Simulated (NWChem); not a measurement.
Atomisation of fluoromethane (CH₃F)

```xyz
5

C      0.6140    -0.1116     0.0000
F     -0.7404     0.1346     0.0000
H      0.8999    -0.6941     0.9041
H      0.8999    -0.6941    -0.9041
H      1.1799     0.8466     0.0000
```
Charge 0, spin multiplicity 1.

All runs are NWChem calculations. The geometry was optimised at PBE/def2-SVP, a minimum by its harmonic frequencies.

Basis set: def2-TZVP. The atomisation energy is electronic alone: no zero-point, thermal, spin-orbit or counterpoise terms. No value is extrapolated to the basis-set limit. Free atoms are single determinants with multiplicities C 3, F 2, H 2. Correlated methods freeze the same cores in atoms and molecule, 2 orbitals in all.

The stability of the SCF solutions was not checked. Open-shell Hartree-Fock references start from PBE0 orbitals.

Question: One of these methods gave an atomisation energy of 411.8 kcal/mol. Which?
(A) PBE
(B) LDA (SVWN5)
(C) HF
(D) MP2

Answer: D, MP2. The others give 428.1 (PBE), 310.8 (HF), 481.3 (LDA (SVWN5)).
